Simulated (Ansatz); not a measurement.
Job for Ansatz (an electronic-structure program): R-wB97M-V/def2-TZVPPD on BH3 (SMILES B) with ghost functions. Files ending in .json are basis or fitting sets from the Basis Set Exchange.

Ansatz 0.2 input:
```yaml
crystal:
  periodic: [false, false, false]
  atoms:
    - {symbol: B, position_ang: [-0.00555317, 0.00000000, -1.59887976]}
    - {symbol: H, position_ang: [0.58455128, -1.03051800, -1.67949525]}
    - {symbol: H, position_ang: [0.58455128, 1.03051800, -1.67949525]}
    - {symbol: H, position_ang: [-1.18903148, 0.00000000, -1.47677217]}
basis:
  gaussian:
    orbitals: def2-TZVPPD.json
    ghost_atoms:
      - {symbol: C, position_ang: [0.00346000, 0.00000000, 1.38045208]}
      - {symbol: H, position_ang: [0.84849635, 0.00000000, 0.68958651]}
      - {symbol: H, position_ang: [0.39513333, 0.00000000, 2.39584935]}
      - {symbol: H, position_ang: [-0.60268447, -0.88994299, 1.22482674]}
      - {symbol: H, position_ang: [-0.60268447, 0.88994299, 1.22482674]}
hamiltonian:
  xc: {name: wB97M-V}
scf: {lower_state_search: off}
```

Program output:

```
WARN ansatz: RAYON_NUM_THREADS=2 ignored (pool sized by the plan → 2); use --threads N
Functional definition: wB97M-V
these checks for a lower state are left out or cut short: stability, starts, cluster_reference, orbital_swaps, neighbouring_geometries, increment
integrals: 0.08 GiB planned
706 factors; their error is unknown
integrals: 0.11 GiB planned
289 factors; integrals over basis functions are off by at most 3.1e-5 eV
mean field: 0.87 GiB planned
mean field evaluation 1: about -723.1045 eV, gradient 9.9e0 eV
mean field evaluation 2: about -723.3680 eV, gradient 2.6e0 eV
mean field evaluation 4: about -723.3900 eV, gradient 6.1e-2 eV
mean field evaluation 8: about -723.3844 eV, gradient 5.1e-4 eV
mean field -723.38438532 eV, -26.5838858330 hartree, gradient 7.3e-6 eV, S^2 0.000000; 0 other end points of the search recorded, 0 dependent functions left out
reference -723.38443143 eV, -26.5838875276 hartree; 4, 4 occupied and 189, 189 virtual orbitals, 706 factors
Total energy: -723.38443143 eV, -26.5838875276 hartree
Checks for a lower state left out: stability, starts, cluster_reference, orbital_swaps, neighbouring_geometries, increment
```

The run converged.

Cost: very roughly 3 core-seconds.
